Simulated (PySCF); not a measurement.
SiH₃ (charge +1).
InChI=1S/H3Si/h1H3/q+1

Level of theory: MP2 and CCSD/aug-cc-pVTZ in PySCF, restricted Hartree–Fock reference, 5 core orbitals frozen, non-relativistic, gas phase, PBE0-D3(BJ)/def2-SVP geometry.

E(HF) = -290.36192 Eh.

Question: How large is the problem?

Answer: 119 basis functions and 16 electrons; 5 orbitals frozen, which leaves o = 3 correlated occupied and v = 111 virtual orbitals. That is o·v = 333 singles and o·v(o·v + 1)/2 = 55611 distinct closed-shell doubles amplitudes before symmetry; the costliest CCSD step grows as o²v⁴ = 1.4 × 10^9.

Question: What are the MP2 and CCSD correlation energies?

Answer: MP2 -0.1043 Eh and CCSD -0.1284 Eh, which gives totals of -290.46626 and -290.49034 Eh. That is 0.582 eV for each correlated electron at CCSD (337 kJ/mol in all, 0.044 % of the total energy); MP2 gives 81.2 % of the CCSD value.

Question: What is the T1 diagnostic?

Answer: 0.0089, below the customary warning level of 0.02. It is the norm of the spatial-orbital singles amplitudes over the root of the number of correlated electrons, so the norm is 0.022.

Connected triples and the basis-set limit are missing.

The job also held the EOM ionisation and excitation roots. On one thread of an Arm Neoverse V2, no GPU (shared host), this took 94 s of wall time.
